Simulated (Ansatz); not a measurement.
**Worked example: correlation energy of BH$_{2}$⁺, singlet**

Geometry: that of the BH2, doublet, kept fixed.

```tsv
atom	x (Å)	y (Å)	z (Å)
B	0.0000	-0.0800	0.0000
H	0.0000	0.4291	-1.0770
H	0.0000	0.4291	1.0770
```

Basis aug-cc-pVDZ; Ansatz 0.2.0. Only valence electrons are correlated (noble-gas cores frozen), which leaves 4 electrons in 40 orbitals. Prefix R: restricted or restricted open-shell reference.

Full CI is exact within this basis and frozen core; it isn't the basis-set limit.

Runs differ by some tens of microhartree through their thresholds, so steps under 0.03 kcal/mol mean nothing.

```tsv
level	total energy (hartree)
RHF	-25.437982
RMP2	-25.496415
RCCSD	-25.515281
RCCSD(T)	-25.516049
RCCSDT	-25.516312
RCCSDT(Q)	-25.516325
full CI	-25.516329
```

**Question.** What is the correlation energy at full CI, and what share of it do RMP2 and RCCSD(T) recover?

**Answer.** E(corr) = -25.516329 − (-25.437982) = -0.078347 hartree = -2.132 eV. RMP2: -0.058433 / -0.078347 = 74.58 %. RCCSD(T): -0.078067 / -0.078347 = 99.64 %.

**Question.** By how many kcal/mol does RCCSD(T) miss full CI (1 hartree = 627.509 kcal/mol), and which steps make up the rest?

**Answer.** -25.516049 − (-25.516329) = 0.000280 hartree = 0.18 kcal/mol. Steps: RCCSDT − RCCSD(T) = -0.17, RCCSDT(Q) − RCCSDT = -0.01, full CI − RCCSDT(Q) = 0.00 kcal/mol. That is within 1 kcal/mol of the reference in this basis, which itself misses far more of the correlation at the basis-set limit.
